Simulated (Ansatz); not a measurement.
Write a Python script for Ansatz 0.2.0, Python API that makes a short molecular-dynamics run of CH₃MgO, SMILES C[O][Mg]. Settings (for the species named): PBE0, 6-31G basis, multiplicity 2.

```
atom    x (Å)    y (Å)    z (Å)
   C   0.5093  -0.1778   0.0392
   O  -0.3060   0.9299  -0.4479
  Mg  -2.2287   0.4112  -0.0745
   H   0.2469  -1.0508  -0.5106
   H   1.5381   0.0685  -0.1660
   H   0.2824  -0.2451   1.1136
```

The script, `md.py`:
```python
import ansatz as az
import numpy as np


def main() -> None:
    geometry_ang = [
        ('C', (0.5093, -0.1778, 0.0392)),
        ('O', (-0.306, 0.9299, -0.4479)),
        ('Mg', (-2.2287, 0.4112, -0.0745)),
        ('H', (0.2469, -1.0508, -0.5106)),
        ('H', (1.5381, 0.0685, -0.166)),
        ('H', (0.2824, -0.2451, 1.1136)),
    ]
    ch3mgo = az.Crystal.molecule()
    for symbol, xyz in geometry_ang:
        ch3mgo = ch3mgo.atom(symbol, xyz)

    calculation = (
        ch3mgo.calculation()
        .basis(gaussian='6-31G')
        .functional('pbe0')
        .spin('collinear', total=1)
    )
    symbols = [site.symbol for site in ch3mgo.cartesian_sites]
    start = np.array([site.position_ang for site in ch3mgo.cartesian_sites], dtype=float)
    rep = calculation.relax(force_tolerance=0.02).run(threads=1).report
    end = np.array(rep['positions_ang'])
    minimum = az.Crystal.molecule()
    for symbol, place in zip(symbols, end):
        minimum = minimum.atom(symbol, place.tolist())

    calculation = (
        minimum.calculation()
        .basis(gaussian='6-31G')
        .functional('pbe0')
        .spin('collinear', total=1)
        .md('nvt_nose_hoover', timestep=0.5, steps=40, temperature=800, initial_velocities='maxwell_boltzmann', seed=6, thermostat_time=10)
    )
    frames = []
    outcome = calculation.session().plan().execute(on_event=lambda e: frames.append(e['data']) if e['event'] == 'md_step' else None)
    print('t (fs)   E_pot (eV)      E_kin (eV)   T (K)   d(0-1) (A)')
    for f in frames[::1]:
        xyz = np.array(f['positions_ang'])
        print(f'{f["time_fs"]:6.2f} {f["lagrangian_ev"]:14.5f} {f["e_kin_ev"]:10.5f} {f["temperature_k"]:8.1f} {np.linalg.norm(xyz[0] - xyz[1]):9.4f}')
    kept = np.array([f['conserved_ev'] for f in frames])
    print(f'conserved energy moves by at most {1000 * np.ptp(kept):.3f} meV')
    symbols = [site.symbol for site in ch3mgo.cartesian_sites]
    with open('last_frame.xyz', 'w') as handle:
        handle.write(f'{len(symbols)}\nt = {frames[-1]["time_fs"]} fs\n')
        handle.writelines('{:2s} {:10.5f} {:10.5f} {:10.5f}\n'.format(s, *xyz) for s, xyz in zip(symbols, frames[-1]['positions_ang']))


if __name__ == '__main__':
    main()
```

`python md.py` gives:
```text
t (fs)   E_pot (eV)      E_kin (eV)   T (K)   d(0-1) (A)
  0.00    -8569.50334    0.41363    800.0    1.3978
  0.50    -8569.49643    0.40674    786.7    1.3850
  1.00    -8569.47665    0.38715    748.8    1.3724
  1.50    -8569.44653    0.35744    691.3    1.3601
  2.00    -8569.41009    0.32166    622.1    1.3484
  2.50    -8569.37176    0.28424    549.7    1.3375
  3.00    -8569.33516    0.24878    481.2    1.3274
  3.50    -8569.30233    0.21736    420.4    1.3184
  4.00    -8569.27387    0.19061    368.7    1.3107
  4.50    -8569.24961    0.16838    325.7    1.3045
  5.00    -8569.22952    0.15065    291.4    1.2998
  5.50    -8569.21422    0.13807    267.0    1.2969
  6.00    -8569.20509    0.13203    255.4    1.2958
  6.50    -8569.20385    0.13438    259.9    1.2966
  7.00    -8569.21204    0.14690    284.1    1.2993
  7.50    -8569.23049    0.17083    330.4    1.3039
  8.00    -8569.25896    0.20651    399.4    1.3104
  8.50    -8569.29596    0.25309    489.5    1.3186
  9.00    -8569.33878    0.30847    596.6    1.3284
  9.50    -8569.38355    0.36924    714.1    1.3397
 10.00    -8569.42560    0.43086    833.3    1.3523
 10.50    -8569.45986    0.48800    943.8    1.3660
 11.00    -8569.48158    0.53520   1035.1    1.3806
 11.50    -8569.48720    0.56788   1098.3    1.3959
 12.00    -8569.47536    0.58356   1128.7    1.4116
 12.50    -8569.44765    0.58274   1127.1    1.4275
 13.00    -8569.40858    0.56906   1100.6    1.4433
 13.50    -8569.36433    0.54820   1060.3    1.4587
 14.00    -8569.32057    0.52568   1016.7    1.4737
 14.50    -8569.28033    0.50463    976.0    1.4879
 15.00    -8569.24309    0.48484    937.7    1.5013
 15.50    -8569.20584    0.46359    896.6    1.5137
 16.00    -8569.16525    0.43777    846.7    1.5251
 16.50    -8569.11974    0.40582    784.9    1.5353
 17.00    -8569.07040    0.36883    713.4    1.5443
 17.50    -8569.02071    0.33030    638.8    1.5521
 18.00    -8568.97551    0.29514    570.8    1.5586
 18.50    -8568.93974    0.26849    519.3    1.5638
 19.00    -8568.91736    0.25465    492.5    1.5677
 19.50    -8568.91067    0.25634    495.8    1.5702
 20.00    -8568.91983    0.27421    530.3    1.5714
conserved energy moves by at most 2.588 meV
```

File `last_frame.xyz` afterwards:
```text
6
t = 20.0 fs
C     0.52451   -0.35404    0.11723
O    -0.71623    0.54698   -0.22649
Mg   -2.34491    1.02908   -0.38595
H     0.44001   -1.38554   -0.38511
H     1.49089    0.09966   -0.13968
H     0.44310   -0.47923    1.22211
```

What to keep in mind:
- Total energies depend on the basis set; only differences at equal settings carry meaning.
- The trajectory is only some femtoseconds long, so its temperature is not equilibrated; where the script doesn't relax first, it starts from a rough generated geometry.
- The run takes the species as open-shell (spin multiplicity 2), which needn't be its ground state.
- The temperature counts the internal degrees of freedom alone.
- Run time: 100 s on 1 thread of Arm Neoverse V1 (shared host), peak memory 0.21 GiB.
